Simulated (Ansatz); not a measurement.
Ideal-gas functions of BH₃O, SMILES `BO` at 800 K and 1 bar, from an Ansatz frequency run at PBE0-D4/def2-TZVP.

Molar mass 29.83 g/mol, point group Cs (symmetry number 1), electronic degeneracy 1, moments of inertia 2.931, 16.366, 19.297 u Å². Harmonic wavenumbers (cm⁻¹, unscaled): 783, 884, 1053, 1173, 1183, 1387, 2555, 2657, 3875.

Use S(trans) = R[1.5 ln M + 2.5 ln T − 1.1517]; rotational temperatures θ = 24.2544 K / I; S(rot) = R[ln(√π/σ · √(T³/θAθBθC)) + 1.5]; for each mode x = 1.438777 ν̃/T, S = R[x/(eˣ − 1) − ln(1 − e⁻ˣ)] and H = RT x/(eˣ − 1); 1 cm⁻¹ = 0.0119627 kJ/mol; R = 8.31446 J/(mol·K).

Task: By hand: the entropy, in J/(mol·K).

Result: Translation 171.7. Rotation: θ = 8.2751, 1.482, 1.2569 K, giving 89.2. Vibration, mode by mode: 6.12, 5.28, 4.15, 3.50, 3.45, 2.58, 0.47, 0.41, 0.06, in all 26.0. Electronic 0.0. Sum 286.9 J/(mol·K).

Task: By hand: H − E and G − E in kJ/mol, counted from the electronic energy.

Result: Zero-point energy ½ × 15550 × 0.0119627 = 93.0; thermal vibration 13.9; translation, rotation and pV give 4 RT = 26.6. H − E = 133.5 kJ/mol, and G − E = 133.5 − 800 × 286.9/1000 = -96.0 kJ/mol.

Vibration gives 9 % of the entropy.
